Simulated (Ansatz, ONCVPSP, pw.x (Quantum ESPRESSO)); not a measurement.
**Ge: does the ONCV potential hold in the solid?**

ONCVPSP 4.0.1.1 (patched build) input, shortened (lines: element, Z, core and valence counts, functional; n l f; lmax; l rc ep ncon nbas qcut; lloc lpopt rc5 dvloc0; l nproj debl; icmod fcfact rcfact), LDA (Perdew-Wang 92), scalar-relativistic:

```
  Ge 32.00    6    2  -001012      upf
    1    0    2.00
    2    0    2.00
    2    1    6.00
    3    0    2.00
    3    1    6.00
    3    2   10.00
    4    0    2.00
    4    1    2.00
    1
    0    1.80    0.00    3    6    2.90
    1    2.15    0.00    4    9    4.20
    4    4    1.45    4.00
    0    2    2.60
    1    1    1.70
    3    4.00    1.00
```

Atomic tests: cutoffs needed: 24 Ha and 41 Ha (the cutoffs (Ha) at which the residual kinetic energy of the hardest occupied pseudo-wave falls to 1 and 0.1 mHa per electron); ghost test: no bound ghost flagged; no localised positive-energy state flagged; largest excitation error: +111 meV (all-electron minus pseudo) for 4s1 4p0, out of 4 test configurations.

Crystal test: diamond Ge in pw.x 7.5, no spin, 8³ k-points, Fermi–Dirac smearing 0.01 Ry, cutoffs 95/380 Ry. The reference is all-electron LAPW (Ansatz 0.2.0) with the same functional, mesh and smearing; V0 and B0 come from Birch–Murnaghan fits to the pressures at five volumes. Errors are pseudo minus all-electron; Δ is the rms difference of the E(V) curves that follow from these fits, minima aligned, over ±6 % about the mean V0. Mesh and smearing are coarse, so the numbers serve the comparison and aren't converged zero-temperature values; the lattice is a test structure that the element need not adopt.

All-electron: a0 = 5.625 Å (V0 = 22.24 Å³/atom), B0 = 69.8 GPa.

**Question.** How far does the potential miss the all-electron equation of state?

**Answer.** mean pressure error (GPa): -9.19. The pressure does not cross zero within the volumes sampled, so no fit is given. This is a poor potential for the solid.

| V (Å³/atom) | P all-electron (GPa) | P pseudo (GPa) |
| --- | --- | --- |
| 21.111 | 4.14 | -6.41 |
| 21.666 | 1.94 | -7.87 |
| 22.222 | 0.06 | -9.09 |
| 22.778 | -1.56 | -10.10 |
| 23.333 | -2.98 | -10.91 |

**Question.** At the middle volume, how do free energy and pressure move when the wave cutoff is lowered (ecutrho kept at four times it)?

**Answer.**

```csv
cutoff (Ry),shift of F (meV/atom),shift of P (GPa)
43,+69.1,-1.29
57,+10.3,-0.38
76,+4.4,-0.10
```

Input at the middle volume:

```
&control
  calculation='scf', prefix='x', pseudo_dir='./', outdir='./tmp', tstress=.true., disk_io='none'
/
&system
  ibrav=0, nat=2, ntyp=1, ecutwfc=95, ecutrho=380, nbnd=11,
  occupations='smearing', smearing='fd', degauss=0.01
/
&electrons
  conv_thr=1e-09, mixing_beta=0.4, electron_maxstep=70
/
ATOMIC_SPECIES
Ge 1.0 Ge.UPF
CELL_PARAMETERS angstrom
  0.00000000 2.81143285 2.81143285
  2.81143285 0.00000000 2.81143285
  2.81143285 2.81143285 0.00000000
ATOMIC_POSITIONS crystal
Ge 0.0000 0.0000 0.0000
Ge 0.2500 0.2500 0.2500
K_POINTS automatic
8 8 8 0 0 0
```

```bash
pw.x < Ge.scf.in > Ge.scf.out
```

Lines of the output:

```
Message from routine setup:
     using ibrav=0 with symmetry is DISCOURAGED, use correct ibrav instead
     lattice parameter (alat)  =       7.5135  a.u.
     unit-cell volume          =     299.9230 (a.u.)^3
     number of electrons       =         8.00
     number of Kohn-Sham states=           11
     kinetic-energy cutoff     =      95.0000  Ry
     charge density cutoff     =     380.0000  Ry
     scf convergence threshold =      1.0E-09
     Exchange-correlation= SLA  PW   NOGX NOGC
     number of k points=    29  Fermi-Dirac smearing, width (Ry)=  0.0100
     iteration #  1     ecut=    95.00 Ry     beta= 0.40
     total energy              =     -17.13191429 Ry
     estimated scf accuracy    <       0.04857596 Ry
     iteration #  2     ecut=    95.00 Ry     beta= 0.40
     total energy              =     -17.12837511 Ry
     estimated scf accuracy    <       0.01341604 Ry
     iteration #  3     ecut=    95.00 Ry     beta= 0.40
     total energy              =     -17.12902365 Ry
     estimated scf accuracy    <       0.00018056 Ry
     iteration #  4     ecut=    95.00 Ry     beta= 0.40
     total energy              =     -17.12904396 Ry
     estimated scf accuracy    <       0.00000380 Ry
     iteration #  5     ecut=    95.00 Ry     beta= 0.40
     total energy              =     -17.12904456 Ry
     estimated scf accuracy    <       0.00000038 Ry
     iteration #  6     ecut=    95.00 Ry     beta= 0.40
     total energy              =     -17.12904457 Ry
     estimated scf accuracy    <       0.00000001 Ry
     iteration #  7     ecut=    95.00 Ry     beta= 0.40
     the Fermi energy is     5.2693 ev
!    total energy              =     -17.12904458 Ry
     estimated scf accuracy    <          6.8E-10 Ry
     smearing contrib. (-TS)   =      -0.00078236 Ry
     The total energy is F=E-TS. E is the sum of the following terms:
     one-electron contribution =       3.83553894 Ry
     hartree contribution      =       1.17518768 Ry
     xc contribution           =      -5.91625307 Ry
     ewald contribution        =     -16.22273576 Ry
     convergence has been achieved in   7 iterations
          total   stress  (Ry/bohr**3)                   (kbar)     P=      -90.89
     Message from routine punch:
     Nothing written, as per user request (disk_io='none')
```

The run at the middle volume (29 k-points, 7 iterations) took about 19 s on one core of a shared host (Neoverse-V1, 32 threads, 247 GiB, load 16).
